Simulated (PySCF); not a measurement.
Spin states of LiB

Unrestricted PBE0; Li def2-TZVP, B def2-TZVP; no relativity (PySCF 2.14). Outer shells of the fragments: Li 2s1; B 2s2 2p1.

Followed along the bond (rough minima from three points):

```csv
2Ms+1,unpaired,⟨S²⟩ at the start,R at minimum (Å),Te (eV)
3,"σ ↑, π ↑",2.00,2.13,0.00
1,"σ ↑, π ↓",1.01,2.15,0.27
3,π ↑↑,2.01,1.95,0.50
1,none,0.00,2.41,0.55
1,π ↑↓,1.01,1.95,0.71
```

Solutions found at the starting distance of 2.100 Å, counted from the lowest of them; the search is not exhaustive and high or unbound solutions are not listed, so other states can lie among these:

```
2Ms+1    unpaired   term  E (eV)  ⟨S²⟩  ⟨Lz²⟩  μ (D)
    3    σ ↑, π ↑     ³Π    0.00  2.00   1.00  -5.76
    1    σ ↑, π ↓  mixed    0.27  1.01   1.00  -5.90
    3        π ↑↑    ³Σ⁻    0.55  2.01   0.00  -5.58
    1        none    ¹Σ⁺    0.74  0.00   0.00  -4.93
    1        π ↑↓  mixed    0.77  1.01   2.02  -5.43
    1        none  mixed    1.62  0.00   2.00  -4.77
    3        σ ↑↑    ³Σ⁺    1.70  2.00   0.00   4.81
    3        π ↑↑  mixed    3.81  2.01   2.01   2.02
    3  σ ↑↑, π ↑↓  mixed    4.61  3.00   2.01  -5.74
    3        σ ↑↑  mixed    5.32  2.17   2.00  -4.53
    3  σ ↑↑↑, π ↓  mixed    6.99  3.00   1.00   4.38
```

A term symbol is given only where ⟨S²⟩ and ⟨Lz²⟩ are close to those of a pure state; real π, δ and φ orbitals otherwise mix terms. A positive dipole means Li(−)B(+).
